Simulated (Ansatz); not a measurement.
hcp Hf was calculated with LDA in Ansatz (PAW).

Numerical settings: plane-wave cutoff 520 eV, 18×18×8 k mesh (along the axes of the cell as run), Fermi–Dirac smearing 0.1 eV, perturbation theory, scalar-relativistic PAW data made under PBE.

The cell has the measured lattice parameters. Conventional cell: a = 3.1942 Å, b = 3.1942 Å, c = 5.0512 Å, α = 90.00°, β = 90.00°, γ = 120.00°.

Harmonic phonon frequencies (cm⁻¹; i marks an imaginary mode):

```
q point            frequencies
-------  ---------------------
Γ               0 0 0 71 71 89
M        59 64 110 111 114 121
K        92 92 100 100 103 142
```

No imaginary mode appears at these points.

Note: the cell isn't this level's own, so it is under some stress, which shifts stiffness and frequencies.

Ansatz is a first-principles code.
